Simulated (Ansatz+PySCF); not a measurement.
**singlet C2: levels of theory in one basis**

```xyz
2

C     0.0000    0.0000   -1.0677
C     0.0000    0.0000    1.0677
```

Basis set: 6-31G (spherical functions). Correlated methods keep 2 orbitals frozen. Charge 0, multiplicity 1.

Computed with Ansatz (development build ahead of 0.2.0); each method stands on the lowest determinant of its kind that the runs found.

```tsv
method	E − E(RHF) (eV)	<S²> of the determinant
RHF	0.00	0.00
UHF	-3.71	2.01
RHF-MP2	-3.73	–
UHF-MP2	-5.23	2.01
RHF-CCSD(T)	-7.17	–
UHF-CCSD(T)	-6.50	2.01
```

**Question.** What does full CI (lowest root of this spin) give on the same scale?

**Answer.** -6.90 eV.

At such a shape the full CI root can have another spatial symmetry than the determinants, so the rows needn't describe one state.

**Question.** Is a single determinant a sound starting point here?

**Answer.** It is doubtful. Unrestricted orbitals lower Hartree–Fock by 3.71 eV and <S²> is 2.01 where a pure state has 0.00, a sign of strong static correlation.

Caution for RHF, RHF-MP2, RHF-CCSD(T): an unrestricted determinant lies well below. Caution for RHF, UHF, RHF-MP2, UHF-MP2, RHF-CCSD(T), UHF-CCSD(T): the determinant may break the point group. Caution for UHF, UHF-MP2, UHF-CCSD(T): the unrestricted determinant is a mixture of spin states. Caution for RHF-MP2, RHF-CCSD(T): large amplitudes, a single reference is doubtful. Caution for RHF-MP2, UHF-MP2, UHF-CCSD(T): another reference gives a lower total. Caution for UHF-MP2, UHF-CCSD(T): bonds are stretched, where a single reference can fail. Caution for RHF-CCSD(T): the amplitudes may be one of several solutions.
